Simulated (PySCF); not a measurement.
## Spin states of P₂⁺

Unrestricted PBE0; PySCF, no relativity, basis sets P def2-TZVPPD. Outer shells of the fragments: P+ 3s2 3p2; P 3s2 3p3.

Followed along the bond (rough minima from three points):

```json
{"2Ms+1": "2", "unpaired": "π ↑", "⟨S²⟩ at the start": "0.98", "R at minimum (Å)": "1.97", "Te (eV)": "0.00"}
{"2Ms+1": "2", "unpaired": "σ ↑", "⟨S²⟩ at the start": "1.61", "R at minimum (Å)": "1.88", "Te (eV)": "0.41"}
{"2Ms+1": "4", "unpaired": "π ↑↑↑", "⟨S²⟩ at the start": "3.76", "R at minimum (Å)": "2.22", "Te (eV)": "1.70"}
{"2Ms+1": "2", "unpaired": "π ↑↑↓", "⟨S²⟩ at the start": "1.77", "R at minimum (Å)": "2.22", "Te (eV)": "2.09"}
{"2Ms+1": "6", "unpaired": "σ ↑, π ↑↑↑↑", "⟨S²⟩ at the start": "8.75", "R at minimum (Å)": "none in the scan", "Te (eV)": "≤ 2.88"}
```

Solutions found at the starting distance of 2.230 Å, counted from the lowest of them; the search is not exhaustive and high or unbound solutions are not listed, so other states can lie among these:

```tsv
2Ms+1	unpaired	term	E (eV)	⟨S²⟩	⟨Lz²⟩
2	π ↑	²Π	0.00	0.98	1.08
2	σ ↑	mixed	0.82	1.61	0.00
4	π ↑↑↑	⁴Π	0.99	3.76	1.01
2	π ↑↑↓	mixed	1.37	1.77	3.04
4	σ ↑, π ↑↑	mixed	1.81	3.96	2.02
2	σ ↓, π ↑↑	mixed	2.29	1.78	2.02
6	σ ↑, π ↑↑↑↑	⁶Σ⁺	2.41	8.75	0.00
4	σ ↑, π ↑↑	mixed	2.49	3.76	2.01
2	π ↑	mixed	2.84	0.76	3.01
2	σ ↓, π ↑↑	mixed	2.97	1.78	2.01
```

A term symbol is given only where ⟨S²⟩ and ⟨Lz²⟩ are close to those of a pure state; real π, δ and φ orbitals otherwise mix terms, and g/u labels are left off.

Compare the gap between the two lowest followed solutions at the starting distance with the gap between their minima.

At PBE0 the second solution (Ms = 0.5 of mixed spin, unpaired electrons σ ↑) lies +0.82 eV from the first (doublet, unpaired electrons π ↑) at 2.230 Å and +0.41 eV at the minima; the two curves relax by different amounts, since their minima lie near 1.88 and 1.97 Å.

Counting both spins, an empty level lies below a filled one in some of these solutions, because spin and occupation are held.
